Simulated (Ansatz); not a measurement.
Bi2Te2Se (R-3m, No. 166; cell taken from a computed entry)

All values below come from r²SCAN (Ansatz, a program for electronic structure, plane waves, PAW).

Numerical settings: plane-wave cutoff 560 eV, 10×10×10 k mesh, Fermi–Dirac smearing 0.01 eV, scalar-relativistic PAW data made under PBE.

Cell: relaxed with PBEsol: a = 4.2887 Å, b = 4.2887 Å, c = 29.8484 Å, α = 90.00°, β = 90.00°, γ = 120.00°.

- band gap = 0.33 eV

Note: cell and atoms aren't relaxed at this level (largest force component 0.15 eV/Å, pressure 1.9 GPa); this cell isn't known to be the ambient phase, and symmetry holds it in the calculation.

Spin–orbit coupling is not included; with these elements it can move the gap by several tenths of an eV or more.

Static lattice: no zero-point or thermal effects.
